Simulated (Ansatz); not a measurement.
**Forces away from equilibrium**

BSiH4O (SMILES OB[SiH2+]) (charge +1), closed shell, at a frame of a short PBE0-D4/def2-SVP trajectory.

```
7
angstrom
O -1.5291 0.2216 -0.4848
B -0.3524 -0.3179 -0.6084
Si 1.0299 0.1640 0.8252
H -2.1563 -0.0470 -1.1522
H 0.0498 -1.0853 -1.4627
H 0.9137 -0.1541 2.2970
H 2.3949 0.7101 0.4695
```

Computed with Ansatz 0.2.0 (basis: def2-TZVPP); correlated methods freeze the cores.

CCSD(T) forces from the calculation:
| atom | Fx | Fy | Fz (eV/Å) |
| --- | --- | --- | --- |
| O1 | -0.943 | 0.625 | 0.425 |
| B2 | 1.600 | -0.971 | -0.543 |
| Si3 | 0.842 | 0.086 | 0.646 |
| H4 | -0.565 | -0.045 | -0.427 |
| H5 | -0.284 | 0.332 | 0.375 |
| H6 | 0.006 | 0.157 | -0.635 |
| H7 | -0.655 | -0.185 | 0.160 |

Problem. Which atom feels the largest CCSD(T) force, and how large is it?

Solution. B2, 1.95 eV/Å, along (0.82, -0.50, -0.28).

Root-mean-square difference of the force components from those of CCSD(T): PBE-D4 0.234; r2SCAN-D4 0.148; PBE0-D4 0.194; wB97M-V 0.127 eV/Å.

No T1 diagnostic of these runs exceeds 0.015. These are differences at one structure, and CCSD(T) in triple zeta is itself an approximation.

For scale, one of the runs: CCSD(T)/def2-TZVPP forces, 160 basis functions, launched by `ansatz run in.yaml --threads 2 --pin off --events-out ev --progress --plain --max-ram 3481MiB`. The run took 71 s on 2 CPU threads of an Intel Xeon Platinum 8259CL (shared host), with 2.1 GiB of host memory at its peak.
